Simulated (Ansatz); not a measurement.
# CH₂Cl₂O: small, medium and large basis sets

One table from this session's results is given with a row withheld; the runs are named, their logs left out.

The runs use Ansatz 0.2.0, Gaussian basis; one geometry, several basis sets.

The runs, in order: PBE0-D4/def2-SVP; ωB97M-V/def2-SVP; PBE0-D4/def2-QZVPP; ωB97M-V/def2-QZVPP; the functionals' def2-TZVPP values are taken from earlier runs.

**Structure used throughout**

All runs share one geometry, relaxed beforehand with PBE0-D4 in a triple-zeta def2 set.

SMILES `OC(Cl)Cl`, 6 atoms, charge 0, spin multiplicity 1.

Atoms are counted from 1 here; the program's logs count them from 0.

Bond lengths: O1–C2 1.350 Å, O1–H5 0.965 Å, C2–Cl3 1.789 Å, C2–Cl4 1.789 Å, C2–H6 1.085 Å. Angles: C2–O1–H5 109.5°, O1–C2–Cl3 112.4°, O1–C2–Cl4 112.4°, O1–C2–H6 108.8°, Cl3–C2–Cl4 108.7°, Cl3–C2–H6 107.1°, Cl4–C2–H6 107.1°.

The first run:

in.yaml reads:

```yaml
crystal:
  periodic: [false, false, false]
  atoms:
    - {symbol: O, position_ang: [0.559149, 1.005571, 0.053130]}
    - {symbol: C, position_ang: [-0.093949, -0.156806, 0.266452]}
    - {symbol: Cl, position_ang: [0.833207, -1.575967, -0.305936]}
    - {symbol: Cl, position_ang: [-1.710514, -0.182322, -0.499917]}
    - {symbol: H, position_ang: [0.698134, 1.127531, -0.894096]}
    - {symbol: H, position_ang: [-0.243927, -0.282007, 1.334068]}
basis:
  gaussian: {orbitals: def2-SVP}
hamiltonian: {xc: pbe0, dispersion: d4}
output: {orbitals: {seedname: orbitals}}
```

Started as:

```sh
$ ansatz run in.yaml --threads 2 --pin off --events-out ev --progress --plain --max-ram 4352MiB
```

Among the steps run: PBE0-D4 in def2-SVP; ωB97M-V in def2-SVP; PBE0-D4 in def2-QZVPP; ωB97M-V in def2-QZVPP.

One of the session's tables, all rows but one given; the rest of the session is left out.

It belongs to the step «Density functionals: the series». 

| functional | basis | HOMO (eV) | LUMO (eV) |
| --- | --- | --- | --- |
| PBE0-D4 | def2-SVP | -8.49 | 0.33 |
| PBE0-D4 | def2-TZVPP | -8.70 | -0.26 |
| PBE0-D4 | def2-QZVPP | -8.75 | -0.50 |
| ωB97M-V | def2-SVP | -10.74 | 2.58 |
| ωB97M-V | def2-TZVPP | ? | ? |
| ωB97M-V | def2-QZVPP | -11.06 | 1.44 |

Q: Estimate the row for ωB97M-V, def2-TZVPP from the others.

As computed: HOMO (eV): -10.99; LUMO (eV): 1.88. In the column «HOMO (eV)» it lies between ωB97M-V, def2-QZVPP (-11.06) and ωB97M-V, def2-SVP (-10.74).
